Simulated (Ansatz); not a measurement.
# FH3Si: the cost of one run

Method: UKS B3LYP/6-31G*, in Ansatz 0.2.0.

**1. Starting point**

Bond lengths: Si1–H2 1.558 Å, Si1–H4 1.463 Å, Si1–H5 1.464 Å. Angles: H2–Si1–H4 117.4°, H2–Si1–H5 124.6°, H4–Si1–H5 105.3°.

As a file:

```xyz
5

Si   -0.4454    0.0197    0.3434
H    -0.0358   -1.0444   -0.7189
F     1.0025   -0.5505   -1.1227
H     0.4626    0.2311    1.4706
H    -0.9839    1.3441    0.0278
```

**2. Run 1**

150 steps of 0.5 fs at constant energy, with velocities drawn for 100 K.

input.yaml reads:

```yaml
crystal:
  periodic: [false, false, false]
  atoms:
    - { symbol: Si, position_ang: [-0.4454, 0.0197, 0.3434] }
    - { symbol: H, position_ang: [-0.0358, -1.0444, -0.7189] }
    - { symbol: F, position_ang: [1.0025, -0.5505, -1.1227] }
    - { symbol: H, position_ang: [0.4626, 0.2311, 1.4706] }
    - { symbol: H, position_ang: [-0.9839, 1.3441, 0.0278] }
magnetization:
  spin_polarized: true
basis:
  gaussian: { orbitals: "6-31G*" }
hamiltonian:
  xc: b3lyp
md:
  timestep: 0.5
  n_steps: 150
  ensemble: nve
  temperature: 100.0
  initial_velocities: maxwell_boltzmann
  seed: 824103
```

Launch:

```bash
$ ansatz run input.yaml --threads 1 --pin off --max-ram 2048MiB --backend cpu --events-out ev --progress --plain --runs-dir out
```

Q: Estimate wall time and peak memory on 1 thread of Arm Neoverse V1, shared host.

About 3.3 min, with a peak of 0.1 GiB.
